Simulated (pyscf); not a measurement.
PySCF, gas phase, ωB97X-D3(BJ)/def2-SVP geometries.

`[NH2][GaH][Cl]` + `[H][H]` → `[Cl][GaH2]` + `[NH3]`
Surface: singlet. Broken: Ga–N, H–H. Formed: Ga–H, H–N. Give ΔE‡ and ΔE from ωB97M-D3(BJ)/def2-TZVP, relative to the separated reactants.

ΔE‡ = 23.6 kcal/mol, ΔE = +5.9 kcal/mol. Zero-point energy shifts the barrier by +2.8 kcal/mol. It is a four-centre exchange, with an imaginary mode of 1379i cm⁻¹. On the product side the descent ends in an adduct with a Ga–N contact, 28.0 kcal/mol under the separated species and 43.6 kcal/mol under the saddle at ωB97X-D3(BJ)/def2-TZVP. What is counted as broken (Ga–N) persists as a longer contact in the product adduct; parting that adduct is a step of its own. At the saddle there is also a short Ga–H contact that neither side keeps. One saddle was located; it need not be the lowest between these sides. Elements up to Kr have no core potential and no relativistic terms here.
